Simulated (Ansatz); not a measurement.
A structure of BAs relaxed with PBEsol (plane waves to 420 eV, PAW, scalar-relativistic; Ansatz, a quantum-chemistry and plane-wave program); single points at other levels follow on the same geometry (Ansatz, PAW; HSE06 at 420 eV on a 8×8×8 k-mesh; no spin-orbit coupling). Space group F-43m (No. 216).

```
CELL_PARAMETERS angstrom
      0.00000     2.38391     2.38391
      2.38391     0.00000     2.38391
      2.38391     2.38391     0.00000
ATOMIC_POSITIONS crystal
  B  0.25000 0.25000 0.25000
  As 0.00000 0.00000 0.00000
```

| level | gap (eV) | kind | conduction minimum |
|---|---|---|---|
| PBEsol | 1.08 | indirect | 82 % of the way from Γ to X |
| HSE06 | ___ | – | ___ |

Problem. Some entries are withheld; supply them.

Solution. 
- HSE06, gap (eV): 1.82
- HSE06, conduction minimum: k = (-0.4118, -0.4118, 0)

HSE06 gaps come from a coarse mesh plus a few chosen points, so they may be too large. No spin polarisation in the result.

Measured for BAs: a 4.777 Å (room temperature; as listed in M J Lucero, T M Henderson, G E Scuseria, Journal of Physics Condensed Matter (2012)); gap 1.82 eV (room temperature; as listed in Joon Sang Kang et al., Applied Physics Letters (2019)). Computed minus measured — a: PBEsol -0.2 %; gap: PBEsol -0.74 eV, HSE06 0.00 eV. The computed values are for a static lattice, and a measured gap can be an optical one, lowered by exciton binding.

It was reached from a disturbed copy of a P-6m2 (No. 187) cell (AFLOW prototype AB_hP2_187_d_a (B_h, as in WC)), against which it lies -1.07 eV/atom.
